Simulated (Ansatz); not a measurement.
# BH4 (doublet): wave-function methods side by side, def2-TZVPP

The task here is to estimate one member of a computed series from the others.

Method: def2-TZVPP, core rule «outside noble gas», up to 1 orbitals frozen; program: Ansatz 0.2.0, Gaussian basis.

The runs, in order: UHF; ROHF; CCSD(T) on UHF.

2 further runs of the same task are left out: 2 set aside as unsound or not needed.

## What is computed

The geometry is a PBE0/def2-TZVP stationary point (not a proven minimum).

5 atoms, charge 0, spin multiplicity 2.

Atoms are counted from 1 here; the program's logs count them from 0.

Bond lengths: B1–H2 1.220 Å, B1–H3 1.220 Å, B1–H4 1.220 Å, B1–H5 1.220 Å. Angles: H2–B1–H3 96.8°, H2–B1–H4 96.8°, H2–B1–H5 139.9°, H3–B1–H4 139.9°, H3–B1–H5 96.8°, H4–B1–H5 96.8°.

The first run:

The input, in.yaml:

```yaml
crystal:
  periodic: [false, false, false]
  atoms:
    - {symbol: B, position_ang: [0.000000, 0.000000, 0.000000]}
    - {symbol: H, position_ang: [0.414685, 0.812495, 0.810653]}
    - {symbol: H, position_ang: [-0.424327, -0.807694, 0.810461]}
    - {symbol: H, position_ang: [-0.412812, 0.808646, -0.815443]}
    - {symbol: H, position_ang: [0.422454, -0.813448, -0.805671]}
basis:
  gaussian: {orbitals: def2-TZVPP}
magnetization: {spin_polarized: true, initial_magnetization: 1}
hamiltonian: {xc: hf}
output: {orbitals: {seedname: orbitals}}
```

Started as:

```
ansatz run in.yaml --threads 1 --pin off --events-out ev --progress --plain --max-ram 4096MiB --backend cpu
```

Among the steps run: UHF; ROHF; CCSD(T) on UHF.

One of the session's tables, all rows but one given; the rest of the session is left out.

```
  method  from UCCSD(T) (kJ/mol)
    ROHF                  +466.2
     UHF                  +450.6
    UMP2                   +80.6
   UCCSD                       ?
UCCSD(T)                       0
```

Estimate the missing values for UCCSD.

The run gave: from UCCSD(T) (kJ/mol): +12.8. In the column «from UCCSD(T) (kJ/mol)» it lies between UCCSD(T) (0) and UMP2 (+80.6).

With the free atoms at the same levels and basis (separate runs), the atomisation energy is 12.402 eV at UCCSD(T), 9.463 eV at ROHF.
